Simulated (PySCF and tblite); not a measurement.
The numbers below are computed, except where a source is named.
System: C₃H₅O (charge +1), numbered as in [CH2:1]=[CH:2][CH+:3][OH:4].

Geometries: GFN2-xTB; energies: PBE0/pcSseg-2 + D3(BJ); zero-point and thermal terms from GFN2-xTB harmonic modes (soft modes blended into free rotors). Rates follow Eyring's equation with the number of equivalent paths and no tunnelling. Programs: tblite and PySCF.

The ion is treated without a counter-ion.

Problem. Estimate the barrier and the room-temperature rate of the rotation about the C2–C3 bond (torsion C1–C2–C3–O4 from 180° to 360°, rising).

Solution. The electronic barrier is 17.6 kcal/mol and ΔG‡(298 K) 16.6 kcal/mol, over a C1 saddle with an imaginary mode of 340i cm⁻¹ (GFN2-xTB). With 2 equivalent paths, k is 7.8 s⁻¹, a mean lifetime of the start of 130 ms against this motion. The end lies 4.5 kcal/mol above the start in free energy.
